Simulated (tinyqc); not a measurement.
Inside a calculation (part 2 of 2). Method: ROHF in the sto-3g basis, for LiH+, spin multiplicity 2. Computed by tinyqc, a small Python program that keeps every step (integrals from PySCF). Command: `OMP_NUM_THREADS=1 python tinyqc.py 28616 28617 out.jsonl` (the two numbers bound the seeds that draw the settings). One thread of a shared host (Intel(R) Xeon(R) Processor @ 2.60GHz), about 0.08 s of CPU time with the checks.

Geometry (angstrom):
```
atom       x       y       z
Li    0.0000  0.0000  0.0000
H     0.0000  0.0000  2.8360
```

## Convergence

Stop when the energy changes by less than 1e-08 hartree and every element of the error matrix X^T (F D S - S D F) X is below 3e-05.

Course of the cycle:
```
iteration  E (hartree)     change  largest element of the error matrix
1            -7.396594          -                             1.59e-01
2            -7.602254  -2.06e-01                             3.31e-02
3            -7.610821  -8.57e-03                             5.34e-03
4            -7.610662   1.59e-04                             6.40e-03
5            -7.610458   2.04e-04                             8.40e-03
6            -7.609986   4.72e-04                             1.12e-02
7            -7.609549   4.37e-04                             1.38e-02
8            -7.608378   1.17e-03                             1.79e-02
9            -7.607956   4.22e-04                             2.01e-02
10           -7.605989   1.97e-03                             2.45e-02
11           -7.606485  -4.95e-04                             2.46e-02
12           -7.604299   2.19e-03                             2.83e-02
13           -7.605835  -1.54e-03                             2.65e-02
14           -7.603726   2.11e-03                             2.95e-02
...                ...        ...                                  ...
53           -7.605605  -2.05e-03                             2.71e-02
54           -7.603553   2.05e-03                             2.98e-02
55           -7.605605  -2.05e-03                             2.71e-02
56           -7.603553   2.05e-03                             2.98e-02
57           -7.605605  -2.05e-03                             2.71e-02
58           -7.603553   2.05e-03                             2.98e-02
59           -7.605605  -2.05e-03                             2.71e-02
60           -7.603553   2.05e-03                             2.98e-02
61           -7.605605  -2.05e-03                             2.71e-02
62           -7.603553   2.05e-03                             2.98e-02
63           -7.605605  -2.05e-03                             2.71e-02
64           -7.603553   2.05e-03                             2.98e-02
65           -7.605605  -2.05e-03                             2.71e-02
66           -7.603553   2.05e-03                             2.98e-02
```

PySCF ROHF in the same basis = -7.611005 hartree

Not converged within the cap of 66 iterations: the residual has stopped falling: the iteration swings between two states. Reruns (cap 100 unless said): DIIS 8: converged in 8; atomic densities as start, DIIS 8: converged in 16; the original settings with a cap of 400: not converged.
